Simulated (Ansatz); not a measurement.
Total energies of (LiH)3 ring (Li₃H₃) from Ansatz at PBE0-D4/def2-TZVP, gas phase (1 Eh = 27.2114 eV = 2625.5 kJ/mol). The reference geometry is relaxed at r2SCAN-D4/def2-TZVP.

```json
{"state": "charge 0 singlet", "geometry": "reference", "energy (Eh)": "-24.30743"}
{"state": "charge 1 doublet", "geometry": "reference", "energy (Eh)": "-23.98950"}
{"state": "charge 1 doublet", "geometry": "relaxed at r2SCAN-D4/def2-TZVP", "energy (Eh)": "-24.04287"}
{"state": "free Li atom (doublet)", "geometry": "–", "energy (Eh)": "-7.46705"}
{"state": "free H atom (doublet)", "geometry": "–", "energy (Eh)": "-0.50104"}
```

**Question.** Work out the vertical ionisation energy to the doublet.

**Answer.** E(charge 1 doublet) − E(charge 0 singlet) = -23.98950 − (-24.30743) = 0.31793 Eh = 8.65 eV. For comparison, −ε of the highest occupied level is 6.49 eV at this level, 2.16 eV less.

**Question.** How much does the charge 1 doublet relax, and what is the adiabatic ionisation energy?

**Answer.** Relaxation: -23.98950 − (-24.04287) = 0.05337 Eh = 1.45 eV. Adiabatic ionisation energy: 0.26456 Eh = 7.20 eV, without zero-point energy. Bonds change on the way (2 lost, 0 formed), so the relaxed form is another species. In the charge 1 doublet, H2 and H4 lie 0.98 Å apart (atoms count from 1), so these atoms are partly bonded to each other.

**Question.** What is the binding energy per atom against free atoms?

**Answer.** Atoms: 3 × (-7.46705) + 3 × (-0.50104) = -23.90427 Eh. Binding: -23.90427 − (-24.30743) = 0.40316 Eh = 10.97 eV, or 1.83 eV for each of 6 atoms (no zero-point energy, no counterpoise term).
